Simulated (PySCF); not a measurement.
Species: difluorophosphine, F2HP.
SMILES: `FPF`

Computed with PBE0-D3(BJ)/def2-SVP geometry optimisation, gas phase (PySCF).

Take the most abundant isotopes and a rigid rotor. 

Task: What are A, B and C (cm⁻¹)?

Result: Ia = 21.15, Ib = 59.16, Ic = 76.42 u·Å²; 505379 MHz·u·Å²/I gives 23896, 8543 and 6613 MHz, that is A = 0.79710, B = 0.28496, C = 0.22060 cm⁻¹.

Task: What kind of rotor is it?

Result: An asymmetric top. Ray's parameter κ = (2B − A − C)/(A − C) = -0.777; −1 is the prolate and +1 the oblate limit.

Task: Is it planar, by Δ = Ic − Ia − Ib?

Result: Not planar: Δ = Ic − Ia − Ib = -3.89 u·Å². For a rigid frame Δ = −2 Σ m c², so Σ m c² = 1.94 u·Å² lies off the ab plane: 1.84 from hydrogen and 0.11 from heavier atoms. The atom farthest from that plane is 1.35 Å away.

Task: Give the other two planar moments, Paa and Pbb, and the rms extents of the mass along the axes.

Result: Paa = Σ m a² = (Ib + Ic − Ia)/2 = 57.21 and Pbb = Σ m b² = (Ia + Ic − Ib)/2 = 19.20 u·Å². With the mass M = 69.98 u, the rms extents √(P/M) along a, b and c are 0.90, 0.52, 0.17 Å.

Task: Give the coordinates in the principal-axis frame, origin at the centre of mass.

Result: The sense of each axis is arbitrary; atoms in the order of the calculation.
```tsv
atom	mass (u)	a (Å)	b (Å)	c (Å)
F1	18.998	1.227	0.480	-0.011
P2	30.974	0.000	-0.560	0.057
F3	18.998	-1.227	0.479	-0.011
H4	1.008	0.000	-0.871	-1.351
```

Task: Which types of transition are allowed, and where do some lines up to J = 3 fall?

Result: The dipole components are |μa| = 0.00 D, |μb| = 1.49 D, |μc| = 0.50 D; the mirror of this Cs structure is the bc plane, so μa vanishes by symmetry and there are no a-type lines. The squared components, which scale the intensities, stand as 1.00 : 0.11 (b : c). Some lines, for components of 0.1 D or more:

```tsv
type	branch	J(Ka,Kc)	MHz	lower level (cm⁻¹)
b	R	3(1,2) ← 2(2,1)	2191	3.694
c	Q	3(1,3) ← 3(0,3)	11272	3.005
c	Q	2(1,2) ← 2(0,2)	13595	1.511
b	Q	2(1,1) ← 2(0,2)	19383	1.511
b	Q	3(1,2) ← 3(0,3)	22840	3.005
b	R	1(1,1) ← 0(0,0)	30510	0.000
b	R	3(0,3) ← 2(1,2)	31200	1.964
c	R	1(1,0) ← 0(0,0)	32439	0.000
c	Q	3(2,2) ← 3(1,2)	43278	3.767
b	Q	3(2,1) ← 3(1,2)	44123	3.767
c	Q	2(2,1) ← 2(1,1)	46060	2.158
b	Q	2(2,0) ← 2(1,1)	46231	2.158
c	R	2(1,1) ← 1(0,1)	49525	0.506
b	Q	2(2,1) ← 2(1,2)	51849	1.964
b	Q	3(2,2) ← 3(1,3)	54846	3.381
b	R	3(1,3) ← 2(0,2)	56067	1.511
c	R	3(1,2) ← 2(0,2)	67635	1.511
b	R	2(2,1) ← 1(1,0)	78303	1.082
c	R	2(2,1) ← 1(1,1)	80232	1.018
b	Q	3(3,0) ← 3(2,1)	80858	5.239
b	Q	3(3,1) ← 3(2,2)	81694	5.211
c	R	3(2,2) ← 2(1,2)	97318	1.964
b	R	3(2,1) ← 2(1,2)	98163	1.964
c	R	3(3,0) ← 2(2,0)	127001	3.700
c	R	3(3,1) ← 2(2,1)	127163	3.694
```

No frequency check. These are rigid-rotor constants of the computed structure; measured ground-state constants (B0) also hold zero-point vibration.
